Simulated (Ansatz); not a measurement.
Molecule (SMILES): [CH]=C=O, doublet.
Atoms: C1, C2, H3, O4. Bonds: C1-C2, C1-H3, C2-O4.

Basis-set convergence of the highest harmonic wavenumber at PBE with Ansatz (a quantum-chemistry and plane-wave program). Each level at its own minimum, finite differences of forces, unscaled; the reference is a large set that could be run, not a limit. Cartesian d functions, on some or all atoms, in 6-31G*, 6-31+G*; all else is spherical. Core-valence sets carry the plain set on hydrogen. Open shells are unrestricted. No added dispersion term, no relativity. Reference: the value in aug-pcseg-2, 3259 cm⁻¹, itself unsure by roughly 5 cm⁻¹ (its mean distance from aug-cc-pVTZ, def2-TZVPPD). Deviations are taken from unrounded values.

```tsv
basis	functions	highest harmonic wavenumber (cm⁻¹)	minus reference (cm⁻¹)
6-31G*	47	3279	20
cc-pVDZ	47	3243	-16
def2-SVP	47	3283	24
pcseg-1	47	3265	6
6-31+G*	59	3275	17
def2-SVPD	71	3266	7
aug-cc-pVDZ	78	3241	-17
pcseg-2	104	3265	6
def2-TZVPP	107	3256	-3
jun-cc-pV(T+d)Z	131	3251	-7
cc-pCVTZ	143	3250	-8
aug-cc-pVTZ	161	3252	-6
aug-pcseg-2	161	3259	0
```
